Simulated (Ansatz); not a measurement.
# CHAl (triplet): from Hartree-Fock to the top rungs, def2-TZVPP

One table from this session's results is given with a row withheld; the runs are named, their logs left out.

Method: def2-TZVPP, core rule «outside noble gas», up to 6 orbitals frozen; program: Ansatz 0.2.0, Gaussian basis.

The runs, in order: UHF; ROHF; CCSD(T) on UHF.

2 further runs of the same task are left out: 2 set aside as unsound or not needed.

### What is computed

The geometry is a PBE0/def2-TZVP stationary point (not a proven minimum) of the parent state, kept for this charge and spin.

3 atoms, charge 0, spin multiplicity 3.

Atoms are counted from 1 here; the program's logs count them from 0.

Bond lengths: Al1–C2 1.850 Å, C2–H3 1.096 Å. Angles: Al1–C2–H3 134.6°.

The first run:

Input file in.yaml:

```yaml
crystal:
  periodic: [false, false, false]
  atoms:
    - {symbol: Al, position_ang: [0.000000, 0.033682, 0.621048]}
    - {symbol: C, position_ang: [0.000000, -0.124908, -1.222629]}
    - {symbol: H, position_ang: [0.000000, 0.586788, -2.055880]}
basis:
  gaussian: {orbitals: def2-TZVPP}
magnetization: {spin_polarized: true, initial_magnetization: 2}
hamiltonian: {xc: hf}
output: {orbitals: {seedname: orbitals}}
```

Started as:

```
$ ansatz run in.yaml --threads 1 --pin off --events-out ev --progress --plain --max-ram 4096MiB --backend cpu
```

Among the steps run: UHF; ROHF; CCSD(T) on UHF.

One table of the session follows, with a row left open; its other results are not shown here.

```
  method  from UCCSD(T) (meV)
    ROHF              +5600.0
     UHF              +5302.8
    UMP2              +1138.4
   UCCSD                    ?
UCCSD(T)                    0
```

Estimate the missing values for UCCSD.

**Answer.** from UCCSD(T) (meV): +195.5. In the column «from UCCSD(T) (meV)» it lies between UCCSD(T) (0) and UMP2 (+1138.4).
